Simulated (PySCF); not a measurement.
C₄H₇N.
SMILES with atom numbers: `[CH2:1]=[C:2]1[CH2:3][C@@H:4]1[NH2:5]`

Cartesian coordinates in Å at the GFN2-xTB level; atoms count from 1:
```xyz
12
C4H7N angstrom
C      1.8203   -0.5035    0.5884
C      0.7497   -0.0752   -0.0278
C      0.1109    0.9333   -0.8764
C     -0.6755   -0.2515   -0.3367
N     -1.6342    0.0148    0.7007
H      2.7605    0.0206    0.5202
H      1.8100   -1.3989    1.1895
H     -0.0932    1.8985   -0.4362
H      0.3424    0.9660   -1.9317
H     -0.9272   -1.0345   -1.0602
H     -1.7117   -0.7718    1.3362
H     -2.5507    0.2015    0.3079
```

NICS is the negative of the GIAO shielding at a point without a nucleus: at the ring centre (0) and 1 Å above and below it (1); zz is the component along the ring normal. Level: GIAO PBE0/pcSseg-1 (PySCF, non-relativistic, gas phase) on the GFN2-xTB geometry, one conformer.

Ring bond lengths (Å), with Mayer bond orders in brackets: C2–C3 1.465 (0.95), C3–C4 1.521 (0.94), C4–C2 1.469 (0.91).

Question: What do the NICS probes read (ppm)?

Answer: 
```json
{"ring": "C2–C3–C4", "type": "3-membered carbocycle; formal bonds all single", "NICS(0)": "-30.2", "NICS(1), two faces": "-6.7 / -8.8", "NICS(1)zz, two faces": "-16.1 / -20.8", "rms pucker (Å)": "0.00", "centre to ring atoms, mean (Å)": "0.86"}
```

Question: What do they say, and how far can they be read as aromaticity?

Answer: 
- C2–C3–C4: mean NICS(1)zz -18.5 ppm, shielded. C3, C4 have four or more neighbours; no verdict on aromaticity is drawn. The two faces differ by 4.7 ppm, so no symmetry operation interchanges them. NICS(0) lies 22 ppm below the mean NICS(1).

Question: At the second NICS(1) probe listed for ring C2–C3–C4, 1 Å off the ring, what do the in-plane components average?

Answer: The isotropic value is a third of the trace: (3 × -8.8 − (-20.8))/2 = -2.8 ppm.

Question: Give the inner angles of the rings and the Hirshfeld charges of the ring atoms.

Answer: 
- C2–C3–C4: C2 62.5° (-0.007 e), C3 58.9° (-0.097 e), C4 58.6° (-0.003 e); sum 180.0° against 180° for a flat convex ring.

The run took 8.7 s of wall time on Arm Neoverse V1, one thread (shared host). This is the whole shielding run at PBE0/pcSseg-1, SCF included.
